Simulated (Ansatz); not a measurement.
# CHB (triplet): from Hartree-Fock to the top rungs, cc-pVTZ

One table from this session's results is given with a row withheld; the runs are named, their logs left out.

Computed with Ansatz 0.2.0, Gaussian basis. Level: cc-pVTZ, core rule «outside noble gas», up to 2 orbitals frozen.

The runs, in order: UHF; CCSD(T) on ROHF; CCSD(T) on UHF; BCCD(T) on ROHF; CCSDT(Q) on ROHF; CCSDT(Q) on UHF; CASSCF and MRCISD+Q, 8 electrons in 9 orbitals; CASSCF and MRCISD+Q(relaxed), 8 electrons in 9 orbitals; CASSCF and NEVPT2, 8 electrons in 9 orbitals.

10 further runs of the same task are left out: 6 for a known fault of the program, 4 set aside as unsound or not needed.

## What is computed

The geometry is a PBE0/def2-TZVP stationary point (not a proven minimum).

3 atoms, charge 0, spin multiplicity 3.

Atoms are counted from 1 here; the program's logs count them from 0.

Bond lengths: B1–C2 1.449 Å, B1–H3 1.179 Å. Angles: C2–B1–H3 180.0°.

The first run:

in.yaml

```yaml
crystal:
  periodic: [false, false, false]
  atoms:
    - {symbol: B, position_ang: [0.000000, 0.000000, 0.090069]}
    - {symbol: C, position_ang: [0.000000, 0.000000, -1.358850]}
    - {symbol: H, position_ang: [0.000000, 0.000000, 1.268781]}
basis:
  gaussian: {orbitals: cc-pVTZ}
magnetization: {spin_polarized: true, initial_magnetization: 2}
hamiltonian: {xc: hf}
output: {orbitals: {seedname: orbitals}}
```

The run is started by

```bash
ansatz run in.yaml --threads 1 --pin off --events-out ev --progress --plain --max-ram 2816MiB --backend cpu
```

Among the steps run: UHF; CCSD(T) on ROHF; CCSD(T) on UHF; BCCD(T) on ROHF; CCSDT(Q) on ROHF; CCSDT(Q) on UHF; CASSCF and MRCISD+Q, 8 electrons in 9 orbitals; CASSCF and MRCISD+Q(relaxed), 8 electrons in 9 orbitals; CASSCF and NEVPT2, 8 electrons in 9 orbitals.

One of the session's tables, all rows but one given; the rest of the session is left out.

It belongs to the step «Misses and costs». 

| method | from UCCSDT(Q) (kcal/mol) |
| --- | --- |
| ROHF | +139.35 |
| UHF | +137.11 |
| RMP2 | +24.01 |
| UMP2 | ? |
| RCCSD | +6.59 |
| UCCSD | +6.52 |
| RCCSD(T) | +1.10 |
| UCCSD(T) | +1.09 |
| BCCD(T) | +1.12 |
| RCCSDT | +0.31 |
| UCCSDT | +0.29 |
| RCCSDT(Q) | +0.03 |
| UCCSDT(Q) | 0 |
| CASSCF valence | +89.65 |
| NEVPT2 valence | +18.83 |
| MRCISD valence | +5.17 |
| MRCISD+Q valence | +0.45 |
| MRCISD+Q(relaxed) valence | -0.21 |

Estimate the missing values for UMP2.

**Answer.** from UCCSDT(Q) (kcal/mol): +24.21. In the column «from UCCSDT(Q) (kcal/mol)» it lies between RMP2 (+24.01) and CASSCF valence (+89.65).

Caveats from the session: Restricted and unrestricted rows rest on different reference determinants; where their highest levels disagree by more than a few hundredths of an eV, they describe different states and don't form one ladder.
